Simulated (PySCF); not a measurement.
Species: methyl isopropyl ketone, C5H10O.
Bonds: C1–C2, C2–O3 (double), C2–C4, C4–C5, C4–C6. Hydrogens: H7, H8, H9 on C1; H10 on C4; H11, H12, H13 on C5; H14, H15, H16 on C6.

Level of theory: PBE0-D3(BJ)/def2-SVP geometry optimisation, gas phase (PySCF 2.14.0).

(1) Give the optimised bond lengths and angles.

Answers

(1) 
```tsv
bond	length (bohr)	order
C1–C2	2.854	single
C2=O3	2.283	double
C2–C4	2.884	single
C4–C5	2.871	single
C4–C6	2.895	single
C1–H7, C1–H8, C1–H9	2.078	single
C4–H10	2.091	single
C5–H11 and 5 like bonds	2.079	single
```

Bonds in one row agree within 0.02 bohr and their mean is given. Orders are formal, as drawn. A selection of angles:
```tsv
angle	degrees
C2–C1–H7	110.5
C2–C1–H9	109.4
H7–C1–H8	106.9
H7–C1–H9	109.9
C1–C2–O3	121.2
C1–C2–C4	117.3
O3–C2–C4	121.5
C2–C4–C5	111.1
C2–C4–C6	110.4
C2–C4–H10	106.5
C5–C4–C6	111.7
C5–C4–H10	109.5
C6–C4–H10	107.5
C4–C5–H11	110.6
H11–C5–H12	108.5
H12–C5–H13	108.6
C4–C6–H14	110.2
C4–C6–H15	112.6
```

Dihedral angles: C1–C2–C4–C5 168° (antiperiplanar). The mirror-image conformer, all signs reversed, is as good.

The C–C distances run from 1.510 Å (C1–C2, drawn single) to 1.532 Å (C4–C6, drawn single), a spread of 0.022 Å. Of the pairs four or more bonds apart, H8···H15 is among the closest relative to their van der Waals radii: 2.28 Å, 95 % of the sum of Bondi's values.

Point group: C1 (no symmetry element, even within 0.4 Å). Whether it is a minimum is left open (no frequencies). The numbers are those of one conformer.
